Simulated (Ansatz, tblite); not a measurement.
# How well does each level of theory give the zone-centre TO phonon frequency of zinc-blende InP?

Reference value: 307 cm⁻¹ (measured, temperature not stated, not corrected to a static lattice; as tabulated in Ioffe Institute, NSM Archive: InP, mechanic properties page).

```csv
level (code),value (cm⁻¹),cell (Å³/atom)
GFN2-xTB (tblite),263,27.73
LDA+SOC (Ansatz),304,24.70
PBE (Ansatz),___,26.45
PBE-D3(BJ) (Ansatz),297,25.59
r²SCAN0 (Ansatz),307,25.32
```

**Question.** Complete the blanks.

**Answer.** 
- PBE (Ansatz, an electronic-structure program), value (cm⁻¹): 284

Differences against the reference: GFN2-xTB -14.3 %, LDA+SOC -1.0 %, PBE -7.5 %, PBE-D3(BJ) -3.3 %, r²SCAN0 0.0 %.

Leaving aside GFN2-xTB (imaginary modes in this run): Once the reference is moved by up to 3.0 % (a margin picked here for doubts on the reference and the settings, and for temperature and zero-point motion) and values within 0.7 % count as equal, the nearest can be r²SCAN0 (0.0 %), LDA+SOC (-1.0 %) or PBE-D3(BJ) (-3.3 %). Farthest off among them: PBE (-7.5 %).

The reference isn't brought to a static lattice, while the calculations are for one, so the differences are not the levels' errors alone.  GFN2-xTB: the method was fitted mainly to molecules. GFN2-xTB: the run uses a supercell at the zone centre in place of a k mesh. PBE-D3(BJ): the dispersion coefficients are held fixed in the derivatives. Each level is taken at its own relaxed cell. Cutoffs and k meshes differ between the levels. Ansatz's density-functional and Hartree–Fock values are scalar-relativistic unless marked +SOC, with PAW data made under PBE.

Differences are worked out from the printed values.
